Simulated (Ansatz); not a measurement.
# What a trial cell of Mg₃O₂ relaxes into

All numbers below come from Ansatz, DFT PBE, scalar-relativistic, plane waves, PAW.

The start puts Mg₃O₂ on the sites of a reported La2O3 cell (P321, No. 150), with O in place of La, Mg in place of O, at a guessed volume.

Input of the last, converged step (default PAW datasets):

```yaml
crystal:
  lattice:
    - [5.1337728494, 0.0, 0.0]
    - [-2.5668864247, 4.4459777048, 0.0]
    - [0.0, 0.0, 2.8126127978]
  atoms:
    - { symbol: Mg, position: [0.3511514498, 0.3511514498, 0.5] }
    - { symbol: Mg, position: [0.6488485502, 0.0, 0.5] }
    - { symbol: Mg, position: [0.0, 0.6488485502, 0.5] }
    - { symbol: O, position: [0.3333333333, 0.6666666667, 0.0] }
    - { symbol: O, position: [0.6666666667, 0.3333333333, 0.0] }
basis:
  ecutwfc: 420
kpoints:
  mp_grid: { grid: [12, 12, 14] }
hamiltonian:
  xc: pbe
scf:
  occupations: { method: gaussian, width: 0.1 }
output:
  forces: true
  stress: true
  eigenvalues: true
relax:
  adjacent_minimum: "off"
  f_tol: 0.01
  max_steps: 80
  cell: { stress_tol: 0.05 }
```

Launched as:

```bash
ansatz run input.yaml --threads 1 --pin off --max-ram 2560MiB --backend cpu --events-out ev --progress --plain --runs-dir out
```

It took 2.4 min on 1 thread of Intel(R) Xeon(R) Platinum 8259CL CPU @ 2.50GHz (Skylake/Cascade Lake) (shared host), peak memory 0.57 GiB.

End of the output:

```
SCF converged after 4 iterations
Free energy (F): -6909.873299 eV
Harris-Foulkes:  -6909.873299 eV  (|F-HF|=1.27e-11)
Internal energy: -6909.871134 eV  (E = F + TS)
E sigma→0 (E₀):  -6909.872217 eV
Entropy (-TS):   -0.002165 eV (-0.433 meV/atom)
Fermi energy:    9.324316 eV
--- Per-component energies (eV) ---
  E_band       = -1005.587538
  E_kinetic    = 581.957444
  E_local      = -5264.009824  (includes V_loc(G=0)·N_el)
  E_nonlocal   = 381.614866
  E_hartree    = 1876.630002
  E_xc         = -237.488831
  E_vxc        = -304.482625  (∫ρ·V_xc dr)
  E_paw        = -1192.531865  (= ΣΔE_a)
  E_vpaw       = -153.932186  (= ΣTr[D̂ρ^β])
  E_aug_tail   = 0.004833  (compensation charges beyond the density's cutoff)
  E_ewald      = -3056.047760
  E_smearing   = -0.002165  (= −TS)
  E_closure    =  0.000000  (closes the sum)
  Σ components = -6909.873299   (vs F -6909.873299, Δ=0.00e0)
--- Forces (eV/Å), atoms counted from 1 ---
  atom   1  Mg    -0.00020890    -0.00036183     0.00000000
  atom   2  Mg     0.00041781     0.00000000     0.00000000
  atom   3  Mg    -0.00020890     0.00036183     0.00000000
  atom   4  O      0.00000000     0.00000000     0.00000000
  atom   5  O      0.00000000     0.00000000     0.00000000
  max |Σ_I F_I| component: 1.19e-16 eV/Å
--- Stress (GPa, compression-positive) ---
       -0.010647       0.000000       0.000000
        0.000000      -0.010647       0.000000
        0.000000       0.000000      -0.022313
  P = ⅓ Tr σ = -0.0145 GPa (-0.145 kbar)
--- Relaxed structure (4 steps of the walk, 4 accepted, 1 SCFs on fresh bases) ---
  F+E_penalty+E_count = -6909.87329927 eV   max|allowed force component| = 4.178e-4 eV/Å   (the final SCF, on the basis selected at the relaxed cell)
  cell:  # Å, volume = 63.9094 Å³
    - [5.126065, 0.0, 0.0]
    - [-2.563033, 4.439303, 0.0]
    - [0.0, 0.0, 2.808444]
  atoms:
    - { symbol: Mg, position: [0.349479, 0.349479, 0.500000] }
    - { symbol: Mg, position: [0.650521, 0.000000, 0.500000] }
    - { symbol: Mg, position: [0.000000, 0.650521, 0.500000] }
    - { symbol: O, position: [0.333333, 0.666667, 0.0] }
    - { symbol: O, position: [0.666667, 0.333333, 0.0] }
```

Absolute energies hang on the potentials; compare differences alone.

The result has space group P-62m (No. 189). Mg is coordinated by 4 O at 2.18 Å; around O lie 6 Mg at 2.18 Å.

Against the elements it lies at -1.71 eV/atom. Energies over the elements count from the elements' standard structures at the same level (O₂ as a molecule), with no empirical corrections.

The k mesh leaves about 4 meV/atom of noise in metals.

Symmetry constrained the relaxation, so the result can be a saddle point.